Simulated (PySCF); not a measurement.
Dimethylamine, C2H7N.
Numbering: `[CH3:1][NH:2][CH3:3]` (hydrogens: H4, H5, H6 on C1; H7 on N2; H8, H9, H10 on C3)

Computed geometry: GFN2-xTB, gas phase.

Question: List the bond lengths and angles at this level.

Answer: 
| bond | length (bohr) | order |
| --- | --- | --- |
| C1–N2, N2–C3 | 2.736 | single |
| C1–H4 and 3 like bonds | 2.059 | single |
| C1–H6, C3–H9 | 2.081 | single |
| N2–H7 | 1.921 | single |

Bonds in one row agree within 0.02 bohr and their mean is given. Orders are formal, as drawn. A selection of angles:
| angle | degrees |
| --- | --- |
| N2–C1–H4 | 108.6 |
| N2–C1–H6 | 113.6 |
| H4–C1–H5 | 108.6 |
| H4–C1–H6 | 108.1 |
| C1–N2–C3 | 112.6 |
| C1–N2–H7 | 109.5 |

N2 (secondary amine nitrogen) is pyramidal (angles 112.6°, 109.5° and 109.4°, sum 331.5°, 0.40 Å off the plane of its three neighbours). Of the pairs four or more bonds apart, H4···H8 is among the closest relative to their van der Waals radii: 2.46 Å, 103 % of the sum of Bondi's values.

Point group: Cs (tolerance 0.08 Å). Not checked by GFN2-xTB frequencies.
